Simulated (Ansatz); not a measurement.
# MgSiH₂ (singlet): RPA-PBE over a scan of the scale of all distances, 6-31G

How well do these functionals follow the top wave-function level for MgSiH₂ (singlet) over a scan of the scale of all distances?

Computed with Ansatz 0.2.0, Gaussian basis. Level: 6-31G, all electrons in the functionals, frozen cores in the correlation of double hybrids and RPA.

To be run: RPA-PBE, at 0.872; 1.000; 1.139; 1.281; 1.509; 1.721; 2.014; 2.390.

20 further runs of the same task are left out: 8 for a known fault of the program, 9 that didn't finish, 3 set aside as unsound or not needed.

## (1) The system

The geometry derives from a PBE0/def2-TZVP stationary point (not a proven minimum). All distances are scaled together.

4 atoms, charge 0, spin multiplicity 1.

Atoms are counted from 1 here; the program's logs count them from 0.

Bond lengths: Si1–Mg2 2.671 Å, Si1–H3 1.535 Å, Mg2–H4 1.719 Å. Angles: Mg2–Si1–H3 87.6°, Si1–Mg2–H4 177.9°.

Geometry (Å):

```xyz
4
H2MgSi
Si    0.0000   -0.0758    1.2737
Mg    0.0000    0.0260   -1.3953
H     0.0000    1.4588    1.2688
H     0.0000    0.0271   -3.1139
```

No dispersion term is added.

The geometry shown and the zero of energy belong to the point 1.000. The yardstick, FCI, and other wave-function levels (R restricted, U unrestricted, valence and pair active spaces) come from earlier runs.

## (2) RPA-PBE, 0.872

The input, in.yaml:

```yaml
crystal:
  periodic: [false, false, false]
  atoms:
    - {symbol: Si, position_ang: [0.000000, -0.066100, 1.110647]}
    - {symbol: Mg, position_ang: [0.000000, 0.022649, -1.216679]}
    - {symbol: H, position_ang: [0.000000, 1.272091, 1.106374]}
    - {symbol: H, position_ang: [0.000000, 0.023593, -2.715311]}
basis:
  gaussian: {orbitals: 6-31G}
magnetization: {spin_polarized: true, initial_magnetization: 0}
hamiltonian: {xc: {name: PBE}}
correlation: {method: rpa, electrons: outside_noble_gas}
```

Command:

```
$ ansatz run in.yaml --threads 1 --pin off --events-out ev --progress --plain --max-ram 2393MiB
```

The runs that follow: RPA-PBE, 1.000; RPA-PBE, 1.139; RPA-PBE, 1.281; RPA-PBE, 1.509; RPA-PBE, 1.721; RPA-PBE, 2.014; RPA-PBE, 2.390.

**Question.** What will the summary of the whole plan be? Wanted: span of the FCI curve; largest miss, RPA-PBE.

As calculated:

```
             quantity                 value
span of the FCI curve          432.3 kJ/mol
largest miss, RPA-PBE  -18.1 kJ/mol (2.390)
```

RPA-PBE strays by up to 18.1 kJ/mol, at 2.390. RPA-PBE clearly breaks the spin symmetry at some points (⟨S²⟩ up to 1.94 above the pure value), so energy there is bought with a mixed spin. Functionals and the yardstick converge differently with the basis, so part of each miss in 6-31G is the basis.
